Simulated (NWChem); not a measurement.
**SiHClF (SMILES F[SiH]Cl): levels of theory compared**

Wanted: a comparison of 6 runs (UHF/STO-3G, UHF/3-21G, U-wB97X/6-31G*, UB3LYP/6-31G*, UCAM-B3LYP/def2-SVP, USVWN5/aug-cc-pVDZ) of SiHClF. 

The calculation is run with NWChem 7.3.0.

## (1) Starting point

The species is SiHClF (4 atoms), meant as a doublet with charge 0. As SMILES, `F[SiH]Cl`. The shape is that of a GFN2-xTB optimisation.

Bond lengths: F1–Si2 1.620 Å, Si2–Cl3 2.009 Å, Si2–H4 1.445 Å. Angles: F1–Si2–Cl3 105.9°, F1–Si2–H4 102.9°, Cl3–Si2–H4 115.7°.

## (2) Energy and gradient at UHF/STO-3G (run 1)

input.nw reads:

```
start input
title "ClFHSi"
memory 2200 mb
geometry units angstrom noautosym nocenter noautoz
   F    -0.992950   -0.342310    1.062500
   Si   -0.204890   -0.223210   -0.347440
   Cl    1.732630   -0.546640    0.075470
   H    -0.534790    1.112160   -0.790530
end
basis spherical bse
   * library STO-3G
end
scf
   doublet
   uhf
   thresh 1e-08
   maxiter 80
end
task scf gradient
```

On the command line:

```console
$ nwchem input.nw > input.out
```

Standard output:

```text
[...]
  functions       =    24
[...]
  wavefunction    = UHF
[...]
         Total SCF energy =   -838.821379634720
      One electron energy =  -1450.698676709059
      Two electron energy =    469.997621418701
 Nuclear repulsion energy =    141.879675655637
                       Sz =      0.5000
                 Sz(Sz+1) =      0.7500
                      S^2 =      0.7527
[...]
                         UHF ENERGY GRADIENTS
    atom               coordinates                        gradient
                 x          y          z           x          y          z
   1 F      -1.876403  -0.646872   2.007834   -0.001921   0.003050   0.000978
   2 Si     -0.387186  -0.421806  -0.656566    0.061393  -0.005756   0.006248
   3 Cl      3.274196  -1.033000   0.142618   -0.046151   0.000293  -0.007911
   4 H      -1.010607   2.101678  -1.493885   -0.013321   0.002413   0.000684
[...]
```

Wall time 2.5 s (1 thread of Intel Xeon Platinum 8259CL at 2.50GHz (Skylake/Cascade Lake), shared host); peak memory 0.099 GiB.

## (3) Energy and forces at UHF/3-21G (run 2)

run.py reads:

```python
from ase import Atoms
from ase.calculators.nwchem import NWChem

system = Atoms('FSiClH', positions=[
    [-0.992950, -0.342310, 1.062500],
    [-0.204890, -0.223210, -0.347440],
    [1.732630, -0.546640, 0.075470],
    [-0.534790, 1.112160, -0.790530],
])

calc = NWChem(
    label='clfhsi',
    theory='scf',
    memory='2200 mb',
    basis='3-21G',
    basispar='spherical bse',
    scf={'nopen': '1', 'uhf': None, 'thresh': '1e-08', 'maxiter': '80'},
)
system.calc = calc

forces = system.get_forces()
print(f"energy = {system.get_potential_energy():.6f} eV")
print("forces (eV/A):")
for s, f in zip(system.symbols, forces):
    print(f"{s:2s} {f[0]:10.5f} {f[1]:10.5f} {f[2]:10.5f}")
```

On the command line:

```console
$ export ASE_NWCHEM_COMMAND="nwchem PREFIX.nwi > PREFIX.nwo"
$ python run.py
```

Standard output:

```text
energy = -22972.432536 eV
forces (eV/A):
F    -0.40073   -0.33435    0.45822
Si   -3.07787   -0.01445   -0.35543
Cl    3.19485   -0.33301    0.43554
H     0.28375    0.68175   -0.53834
```

The calculator wrote clfhsi.nwi:

```
title "clfhsi"

permanent_dir clfhsi

scratch_dir clfhsi

start clfhsi

geometry units angstrom nocenter noautosym noautoz
  F  -9.9295000000000000e-01 -3.4231000000000000e-01 1.0625000000000000e+00
  Si -2.0488999999999999e-01 -2.2320999999999999e-01 -3.4744000000000003e-01
  Cl 1.7326299999999999e+00 -5.4664000000000001e-01 7.5469999999999995e-02
  H  -5.3478999999999999e-01 1.1121600000000000e+00 -7.9052999999999995e-01
end

memory 2200 mb

basis spherical bse noprint
   * library 3-21G
end

scf
  nopen 1
  uhf
  thresh 1e-08
  maxiter 80
end

task scf gradient
```

clfhsi.nwo, shortened:

```text
[...]
      One electron energy =  -1453.518221984934
[... 1 line left out ...]
 Nuclear repulsion energy =    141.879675655637
[... 43 lines left out ...]
          Final beta eigenvalues
[... 201 lines left out ...]
                     UHF Final Beta Molecular Orbital Analysis
[...]
  wavefunction    =   UHF
                         UHF ENERGY GRADIENTS
    atom               coordinates                        gradient
                 x          y          z           x          y          z
   1 F      -1.876403  -0.646872   2.007834    0.007793   0.006502  -0.008911
   2 Si     -0.387186  -0.421806  -0.656566    0.059855   0.000281   0.006912
   3 Cl      3.274196  -1.033000   0.142618   -0.062130   0.006476  -0.008470
   4 H      -1.010607   2.101678  -1.493885   -0.005518  -0.013258   0.010469
[...]
```

It took 5.1 s on 1 thread of Intel Xeon Platinum 8259CL at 2.50GHz (Skylake/Cascade Lake), shared host; peak memory 0.099 GiB.

Run 3 isn't shown in full; the table further down has it.

## (4) Energy and gradient at UB3LYP/6-31G(d) (Cartesian functions) (run 4)

sp.nw reads:

```
START sp
memory stack 880 mb heap 220 mb global 1100 mb
GEOMETRY units angstroms noautosym nocenter noautoz
F       -0.992950      -0.342310       1.062500
Si      -0.204890      -0.223210      -0.347440
Cl       1.732630      -0.546640       0.075470
H       -0.534790       1.112160      -0.790530
END
BASIS cartesian
* library 6-31G*
END
DFT
xc b3lyp
mult 2
grid xfine
convergence energy 1e-08
maxiter 100
mulliken
print medium
END
TASK dft gradient
```

On the command line:

```console
$ nwchem sp.nw > sp.out
```

Standard output:

```text
[...]
          Wavefunction type:  spin polarized.
          No. of atoms     :     4
          No. of electrons :    41
[...]
          Charge           :     0
          Spin multiplicity:     2
[...]
          AO basis - number of functions:    55
[...]
              XC Information
              --------------
                         B3LYP Method XC Potential
                     Hartree-Fock (Exact) Exchange  0.200
                        Slater Exchange Functional  0.800 local
                    Becke 1988 Exchange Functional  0.720 non-local
              Lee-Yang-Parr Correlation Functional  0.810
                  VWN I RPA Correlation Functional  0.190 local
[...]
 d= 0,ls=0.0,diis     1   -850.1081561868 -9.92D+02  1.42D-02  1.70D-01     3.7
[...]
 d= 0,ls=0.0,diis    10   -850.1770998309 -5.10D-09  1.61D-06  3.78D-09    24.8
[...]
         Total DFT energy =     -850.177099830850
      One electron energy =    -1459.026949280024
           Coulomb energy =      527.075854605774
    Exchange-Corr. energy =      -60.105680812237
 Nuclear repulsion energy =      141.879675655637
[...]
      Total Density - Mulliken Population Analysis
     ---------------------------------------------
    Atom       Charge   Shell Charges
 -----------   ------   -------------------------------------------------------
    1 F    9     9.36   1.99  0.95  3.31  0.93  2.10  0.07
    2 Si  14    13.39   2.00  1.99  5.96  1.10  1.57  0.29  0.30  0.19
    3 Cl  17    17.20   2.00  1.99  5.97  1.46  3.65  0.54  1.61 -0.02
    4 H    1     1.05   0.52  0.53
[...]
      <S2> =      0.7513 (Exact =     0.7500)
[...]
  wavefunction    = open shell
                         DFT ENERGY GRADIENTS
    atom               coordinates                        gradient
                 x          y          z           x          y          z
   1 F      -1.876403  -0.646872   2.007834    0.000722   0.002866   0.002822
   2 Si     -0.387186  -0.421806  -0.656566    0.026837   0.015898  -0.010505
   3 Cl      3.274196  -1.033000   0.142618   -0.024691   0.000061  -0.001497
   4 H      -1.010607   2.101678  -1.493885   -0.002868  -0.018825   0.009181
[...]
```

Run time: 33 s. Hardware: 1 thread of Intel Xeon Platinum 8259CL at 2.50GHz (Skylake/Cascade Lake), shared host; peak memory 0.12 GiB.

Run 5 isn't shown in full; the table further down has it.

## (5) Energy and forces at USVWN5/aug-cc-pVDZ (run 6)

a.nw reads:

```
start a
title "ClFHSi gradient"
memory total 2200 mb

geometry units angstrom noautosym nocenter noautoz
   F       -0.992950      -0.342310       1.062500
   Si      -0.204890      -0.223210      -0.347440
   Cl       1.732630      -0.546640       0.075470
   H       -0.534790       1.112160      -0.790530
end

basis "ao basis" spherical bse
   * library aug-cc-pVDZ
end

dft
   xc slater vwn_5
   mult 2
   grid xfine
   convergence energy 1e-08
   iterations 100
   mulliken
end

task dft gradient
```

On the command line:

```console
$ nwchem a.nw > a.out
```

Standard output:

```text
[...]
          Wavefunction type:  spin polarized.
          No. of atoms     :     4
          No. of electrons :    41
[...]
          Charge           :     0
          Spin multiplicity:     2
[...]
          AO basis - number of functions:    86
[...]
              XC Information
              --------------
                        Slater Exchange Functional  1.000 local
                      VWN V Correlation Functional  1.000 local
[...]
 d= 0,ls=0.0,diis     1   -846.8320449772 -9.89D+02  1.23D-02  2.41D-01     7.9
[...]
 d= 0,ls=0.0,diis    11   -846.9187741233 -3.41D-09  2.83D-07  3.11D-10    57.4
[...]
         Total DFT energy =     -846.918774123316
      One electron energy =    -1458.316062830883
           Coulomb energy =      526.211672519743
    Exchange-Corr. energy =      -56.694059467813
 Nuclear repulsion energy =      141.879675655637
[...]
      Total Density - Mulliken Population Analysis
     ---------------------------------------------
    Atom       Charge   Shell Charges
 -----------   ------   -------------------------------------------------------
    1 F    9     9.44   2.01  0.87  1.03  0.12  3.32  1.95  0.12  0.00  0.01
    2 Si  14    13.78   2.00  2.05  0.83  0.58  0.03  6.02  1.30  0.59  0.01  0.35  0.02
    3 Cl  17    17.13   2.00  2.05  0.96  0.91  0.04  6.01  3.10  1.97  0.06  0.02  0.01
    4 H    1     0.64   0.70 -0.06 -0.02  0.01  0.01
[...]
      <S2> =      0.7509 (Exact =     0.7500)
[...]
  wavefunction    = open shell
                         DFT ENERGY GRADIENTS
    atom               coordinates                        gradient
                 x          y          z           x          y          z
   1 F      -1.876403  -0.646872   2.007834    0.009929   0.002747  -0.016639
   2 Si     -0.387186  -0.421806  -0.656566    0.013456   0.022302   0.010686
   3 Cl      3.274196  -1.033000   0.142618   -0.023787   0.000419  -0.003258
   4 H      -1.010607   2.101678  -1.493885    0.000403  -0.025468   0.009211
[...]
```

Run time: 1.8 min. Hardware: 1 thread of Intel Xeon Platinum 8259CL at 2.50GHz (Skylake/Cascade Lake), shared host; peak memory 0.12 GiB.

## (6) Overview of the runs

| run | level | iteration cap | module | energy (Eh) | dipole moment (D) | HOMO energy (eV) | LUMO energy (eV) | wall time |
| --- | --- | --- | --- | --- | --- | --- | --- | --- |
| 1 | UHF/STO-3G | 80 | scf | -838.821380 | 2.86 | -7.46 | 4.53 | 2.5 s |
| 2 | UHF/3-21G | 80 | scf | -844.221331 | 2.82 | -10.09 | 0.26 | 5.1 s |
| 3 | U-wB97X/6-31G* (spherical functions) | 100 | dft | -850.106998 | 1.61 | -8.93 | -1.33 | 59 s |
| 4 | UB3LYP/6-31G* (Cartesian functions) | 100 | dft | -850.177100 | 1.51 | -6.40 | -3.23 | 33 s |
| 5 | UCAM-B3LYP/def2-SVP | 100 | dft | -849.858741 | 1.46 | -7.87 | -1.85 | 38 s |
| 6 | USVWN5/aug-cc-pVDZ | 100 | dft | -846.918774 | 1.32 | -5.56 | -4.30 | 1.8 min |

## (7) What came out

| quantity | value |
| --- | --- |
| run 6: total energy | -846.91877 Eh |
| run 6: dipole moment | 1.32 D |
| run 6: HOMO energy (highest over α and β) | -5.56 eV |
| run 6: LUMO energy (lowest over α and β) | -4.30 eV |
| run 6: ⟨S²⟩ | 0.751 |
| run 6: largest force on an atom | 1.448 eV/Å |

The dipole moment (its size) runs from 1.32 D (USVWN5/aug-cc-pVDZ) to 2.86 D (UHF/STO-3G). The two ends differ in method and basis. Totals of different functionals can't be ranked against each other. In run 1 the basis is minimal, so the values are rough. All runs together took 4.1 min, the longest 1.8 min.
